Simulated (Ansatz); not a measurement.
# SNF3: a ladder of functionals and wavefunction methods

The task here is to estimate one member of a computed series from the others.

Method: functionals in def2-TZVPP, the program's frozen cores in correlated methods; program: Ansatz 0.2.0, Gaussian basis.

The runs, in order: LDA (SPW92), PBE-D4, revPBE-D4, BLYP-D4, r2SCAN-D4, B97M-V, PBE0-D4, B3LYP-D4, r2SCANh-D4, r2SCAN0-D4, HSE06-D4, BHLYP-D4, CAM-B3LYP-D4, LC-ωPBE, ωB97X-V, ωB97M-V, B2PLYP, PBE-QIDH; CCSD(T)/def2-SVP; CCSD(T)/def2-TZVPP; MP2/def2-QZVPP; extrapolation to the limit; RPA on PBE.

**The geometry**

The geometry comes from an earlier relaxation with PBE0-D4 in a triple-zeta def2 set; it is a stationary point.

SMILES `N#S(F)(F)F`, 5 atoms, charge 0, spin multiplicity 1.

Atoms are counted from 1 here; the program's logs count them from 0.

Bond lengths: N1–S2 1.409 Å, S2–F3 1.555 Å, S2–F4 1.555 Å, S2–F5 1.555 Å. Angles: N1–S2–F3 122.6°, N1–S2–F4 122.6°, N1–S2–F5 122.6°, F3–S2–F4 93.7°, F3–S2–F5 93.7°, F4–S2–F5 93.7°.

As a file:

```mol
F3NS
  3D, bonds by distance, orders not assigned

  5  4  0  0  0  0  0  0  0  0999 V2000
   -0.3496   -0.0041    1.5914 N   0  0
   -0.0473   -0.0006    0.2155 S   0  0
    1.0233   -0.9393   -0.4090 F   0  0
   -1.1086   -0.3176   -0.8758 F   0  0
    0.4822    1.2616   -0.5222 F   0  0
  1  2  8  0
  2  3  8  0
  2  4  8  0
  2  5  8  0
M  END
```

The first run:

in.yaml reads:

```yaml
crystal:
  periodic: [false, false, false]
  atoms:
    - {symbol: N, position_ang: [-0.349632, -0.004147, 1.591439]}
    - {symbol: S, position_ang: [-0.047346, -0.000562, 0.215506]}
    - {symbol: F, position_ang: [1.023340, -0.939269, -0.409009]}
    - {symbol: F, position_ang: [-1.108555, -0.317599, -0.875766]}
    - {symbol: F, position_ang: [0.482194, 1.261566, -0.522170]}
basis:
  gaussian: {orbitals: def2-TZVPP}
hamiltonian: {xc: lda}
output: {orbitals: {seedname: orbitals}}
```

Run with:

```
ansatz run in.yaml --threads 4 --pin off --events-out ev --progress --plain --max-ram 10444MiB
```

Steps of the session up to this table: LDA; PBE-D4 (GGA); revPBE-D4 (GGA); BLYP-D4 (GGA); r2SCAN-D4 (meta-GGA); B97M-V (meta-GGA); B3LYP-D4 (hybrid); r2SCANh-D4 (hybrid); r2SCAN0-D4 (hybrid); HSE06-D4 (hybrid); BHLYP-D4 (hybrid); CAM-B3LYP-D4 (range-separated); LC-ωPBE (range-separated); ωB97X-V (range-separated); ωB97M-V (range-separated); B2PLYP (double hybrid); PBE-QIDH (double hybrid).

One of the session's tables, all rows but one given; the rest of the session is left out.

It belongs to the step «Orbital energies across the functionals». 

```
  functional  HOMO (eV)  gap (eV)
 LDA (SPW92)      -8.45      5.83
      PBE-D4      -8.18      5.92
   revPBE-D4      -8.09      5.97
     BLYP-D4      -8.06      5.82
   r2SCAN-D4          ?         ?
      B97M-V      -8.56      6.86
     PBE0-D4      -9.69      8.66
    B3LYP-D4      -9.44      8.00
  r2SCANh-D4      -9.09      7.58
  r2SCAN0-D4      -9.93      9.09
    HSE06-D4      -9.28      7.86
    BHLYP-D4     -11.07     11.33
CAM-B3LYP-D4     -11.15     11.23
     LC-ωPBE     -12.54     14.03
     ωB97X-V     -12.12     13.55
     ωB97M-V     -11.99     13.28
```

Estimate the missing values for r2SCAN-D4.

Worked estimate for «HOMO (eV)». Against the share of exact exchange, r2SCANh-D4 (0.1, -9.09), r2SCAN0-D4 (0.25, -9.93) give a slope of -5.60 per unit share; at 0 the line stands at -8.53.

The run gave: HOMO (eV): -8.53; gap (eV): 6.59. In «HOMO (eV)» the line misses by 0.00.
